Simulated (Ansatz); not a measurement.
A calculation on zinc-blende InAs returned lattice constant a 6.108 Å, bulk modulus 57.3 GPa.

For reference: lattice constant a 6.047 Å (measured, static lattice: zero-point anharmonic expansion removed; as tabulated in Mejia-Rodriguez and Trickey (2018), arXiv:1807.09216); bulk modulus 58.6 GPa (measured, 0 K value with the zero-point phonon effect removed; as tabulated in Mejia-Rodriguez and Trickey (2018), arXiv:1807.09216).

Which level of theory produced these numbers?
A. BLYP (Ansatz, an electronic-structure program)
B. revPBE (Ansatz)
C. HSE06-D3(BJ) (Ansatz)
D. r²SCAN+SOC (Ansatz)

D, r²SCAN+SOC (Ansatz)

The others give: HSE06-D3(BJ) 6.024 Å, 65.3 GPa; BLYP 6.315 Å, 39.5 GPa; revPBE 6.235 Å, 44.9 GPa.

Unless a cell is named, each level is at its own relaxed cell (BLYP 31.47, HSE06-D3(BJ) 27.32, r²SCAN+SOC 28.48, revPBE 30.31 Å³/atom).

Caveats: the cell is over a tenth larger than the published one: the level's own overestimate first of all, though another phase or state, or a fault of the published cell, is possible (BLYP). Ansatz's density-functional and Hartree–Fock values are scalar-relativistic unless marked +SOC, with PAW data made under PBE.
